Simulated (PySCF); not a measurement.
Gas-phase reaction: 2 SiN + 4 NH₂ + i-Si₄H₁₀ → 6 HSiNH₂

Method: PySCF energies plus ideal-gas RRHO corrections (1 bar). † marks an energy on the PBE0/def2-TZVP geometry and frequencies. Open shells (unrestricted): SiN (multiplicity 2), NH₂ (multiplicity 2); the rest are closed-shell singlets. HSiNH₂: computed as isolated molecules; such fragments, hydroxides, amides, oligomers or adducts are transient or little studied in the gas. The harmonic model lacks anharmonicity and excited electronic states, which grow with temperature; levels with a mode under 35 cm⁻¹ are left out. Internal rotation in i-Si₄H₁₀, HSiNH₂ is treated as a harmonic vibration of one conformer, which makes the entropy rough.

```
level               ΔE electronic, kJ  ΔH°(298 K), kJ  ΔS°(298 K), J/K  ΔG°(2500 K), kJ
------------------  -----------------  --------------  ---------------  ---------------
M06-2X/def2-TZVP†               -1350           -1276             -149             -823
PBE/def2-TZVP†                  -1232           -1158             -149             -705
r2SCAN/def2-TZVP†               -1133           -1059             -149             -606
ωB97M-V/def2-TZVP†              -1337           -1263             -149             -810
ωB97X-V/def2-TZVP†              -1256           -1182             -149             -729
```
ΔH° is lowest at M06-2X/def2-TZVP† and highest at r2SCAN/def2-TZVP†. No reference value is set beside these.
